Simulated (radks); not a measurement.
# P²⁺ in [Ne] 3s2 3p1: an all-electron calculation

The task here is to estimate one member of a computed series from the others.

The numbers are computed with radks (a radial shooting solver on a logarithmic mesh, Libxc functionals) version 1 (Dirac Kohn-Sham, PW91, spin-unpolarised, spherical densities, finite nucleus; open shells fill j = l - 1/2 first), except any that are marked as measured or tabulated.

### The system

- element: phosphorus (Z = 15)
- charge: +2
- electrons: 13
- configuration: [Ne] 3s2 3p1
- nuclear rms radius: 3.1889 fm

The first run:

Input:

```text
Z 15
configuration [Ne] 3s2 3p1
relativity Dirac
functional pw91,pw91
spin unpolarised
j_filling energy
nucleus finite rms 3.1889 fm
c 137.035999084
```

Command:

```bash
$ python run_ks.py task.json out
```

This one command runs every case of the session in turn.

One table of the session follows, with a row left open; its other results are not shown here.

It belongs to the step «Radial structure». From the orbitals of this run (lengths in bohr):

```
level     <r>  outermost maximum (interpolated)  90 % within  nodes
1s1/2  0.1036                            0.0676        0.185      0
2s1/2  0.5191                             0.419        0.816      1
2p1/2  0.4826                             0.352        0.807      0
2p3/2  0.4848                             0.354        0.811      0
3s1/2   1.742                              1.51         2.60      2
3p1/2       ?                                 ?            ?      ?
3p3/2   1.973                              1.68         3.00      1
```

Estimate the missing values for 3p1/2.

**Answer.** <r>: 1.967; outermost maximum (interpolated): 1.67; 90 % within: 2.99; nodes: 1. In the column «<r>» it lies between 3s1/2 (1.742) and 3p3/2 (1.973).

To keep in mind: Spin polarisation and multiplet splitting are left out.
